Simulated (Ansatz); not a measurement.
The same path of CH3FS (6 atoms, charge 0, multiplicity 1) was run twice with different band settings. The coordinate that changes most is the dihedral F1–C2–S3–H6.

Level of theory: Ansatz 0.2.0, RKS PBE0-D4/def2-mTZVP.

Relaxed end points:

```xyz
6
Properties=species:S:1:pos:R:3
F 0.658 0.102 -1.382
C -0.017 -0.397 -0.290
S -0.803 0.888 0.700
H 0.690 -0.971 0.309
H -0.820 -1.045 -0.644
H 0.334 1.360 1.260
```

```xyz
6
Properties=species:S:1:pos:R:3
F 0.914 0.037 -1.234
C 0.116 -0.430 -0.212
S 0.082 0.670 1.215
H 0.523 -1.378 0.141
H -0.887 -0.580 -0.611
H -0.706 1.616 0.655
```

Common settings: spring 5.0 eV/Å²; optimiser quadratic models (default); start path IDPP; force threshold 0.03 eV/Å; iteration limit 60; end points relaxed.

| run | movable images | climbing image |
| --- | --- | --- |
| 1 | 9 | yes |
| 2 | 4 | no |

What does each run give, and how far can it be trusted?

Run 1: converged after 5 iterations, highest image 0.197 eV above the first end. A vibrational analysis at the climbing image gives one clearly imaginary mode, 334i cm⁻¹: a first-order saddle point.
Run 2: converged after 6 iterations, highest image 0.175 eV above the first end. No image climbed, so the highest image needn't sit at the top of the path.
